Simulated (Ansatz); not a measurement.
# SiOF (quartet): from Hartree-Fock to the top rungs, cc-pVDZ

One table from this session's results is given with a row withheld; the runs are named, their logs left out.

Method: cc-pVDZ, core rule «outside noble gas», up to 7 orbitals frozen; program: Ansatz 0.2.0, Gaussian basis.

To be run: UHF; CCSD(T) on ROHF; CCSD(T) on UHF; BCCD(T) on ROHF; CISD; CCSDT(Q) on ROHF; CCSDT(Q) on UHF.

32 further runs of the same task are left out: 12 for a known fault of the program, 7 that didn't finish, 13 set aside as unsound or not needed.

## The system

The geometry is a PBE0/def2-TZVP stationary point (not a proven minimum).

3 atoms, charge 0, spin multiplicity 4.

Atoms are counted from 1 here; the program's logs count them from 0.

Bond lengths: F1–Si3 1.602 Å, O2–Si3 1.725 Å. Angles: F1–Si3–O2 115.7°.

The first run:

in.yaml reads:

```yaml
crystal:
  periodic: [false, false, false]
  atoms:
    - {symbol: F, position_ang: [0.000000, 0.390347, 1.310206]}
    - {symbol: O, position_ang: [0.000000, 0.397529, -1.506653]}
    - {symbol: Si, position_ang: [0.000000, -0.490510, -0.027996]}
basis:
  gaussian: {orbitals: cc-pVDZ}
magnetization: {spin_polarized: true, initial_magnetization: 3}
hamiltonian: {xc: hf}
output: {orbitals: {seedname: orbitals}}
```

Command:

```bash
$ ansatz run in.yaml --threads 1 --pin off --events-out ev --progress --plain --max-ram 2393MiB
```

Among the steps run: UHF; CCSD(T) on ROHF; CCSD(T) on UHF; BCCD(T) on ROHF; CISD; CCSDT(Q) on ROHF; CCSDT(Q) on UHF.

One table of the session follows, with a row left open; its other results are not shown here.

It belongs to the step «Misses and costs». 

| method | from UCCSDT(Q) (meV) |
| --- | --- |
| ROHF | +11250.9 |
| UHF | +11085.7 |
| RMP2 | +800.5 |
| UMP2 | +796.2 |
| CISD | +1156.4 |
| RCCSD | +273.3 |
| UCCSD | +268.6 |
| RCCSD(T) | ? |
| UCCSD(T) | +54.9 |
| BCCD(T) | +52.5 |
| RCCSDT | +27.9 |
| UCCSDT | +26.7 |
| RCCSDT(Q) | +4.8 |
| UCCSDT(Q) | 0 |

**Question.** Estimate the row for RCCSD(T).

As computed: from UCCSDT(Q) (meV): +55.9. In the column «from UCCSDT(Q) (meV)» it lies between UCCSD(T) (+54.9) and UCCSD (+268.6).

With the free atoms at the same levels and basis (separate runs), the atomisation energy is 5.938 eV at UCCSDT(Q), 5.907 eV at RCCSD(T), 5.905 eV at UCCSD(T), 4.146 eV at ROHF.

Caveats from the session: Restricted and unrestricted rows rest on different reference determinants; where their highest levels disagree by more than a few hundredths of an eV, they describe different states and don't form one ladder.
